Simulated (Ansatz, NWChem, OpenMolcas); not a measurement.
# How basis sets differ on BH2O (SMILES [BH]O)

BH2O: 4 atoms, total charge 0, spin state doublet. As SMILES, `[BH]O`. The coordinates come from a PBE0-D4/def2-TZVP relaxation.

```xyz
4

B    -0.0061   -0.4855    0.3883
O     0.1197    0.5445   -0.4486
H    -1.0642   -1.0324    0.5403
H     1.0061    0.9132   -0.5003
```

Quantity: the electronic atomisation energy, in eV. The values are calculated. Electronic energies at fixed atoms, without zero-point motion or spin-orbit coupling.

| level | kind | program | value (eV) | CPU time (all runs) |
| --- | --- | --- | --- | --- |
| UB3LYP/pcseg-0 | global hybrid | NWChem | 13.22 | 2.7 s |
| UB3LYP/pcseg-1 | global hybrid | NWChem | 13.94 | 3.6 s |
| UB3LYP/pcseg-3 | global hybrid | NWChem | 14.24 | 72 s |
| UB3LYP/STO-3G | global hybrid | Ansatz | 16.10 | 1.2 s |
| UB3LYP/6-31G* (spherical functions) | global hybrid | OpenMolcas | 14.00 | 17 s |
| UB3LYP/6-31G* (Cartesian functions) | global hybrid | OpenMolcas | 14.00 | 19 s |
| UB3LYP/cc-pVTZ | global hybrid | OpenMolcas | 14.21 | 43 s |
| UB3LYP/pcseg-2 | global hybrid | NWChem | 14.22 | 9.5 s |

The values span 13.22 to 16.10 eV. Without the sets that lack polarisation functions the rows with a basis span only 13.94 to 14.24 eV. Times are those of the runs behind each value, whatever else they computed, on shared processors of several kinds: orders of magnitude only.
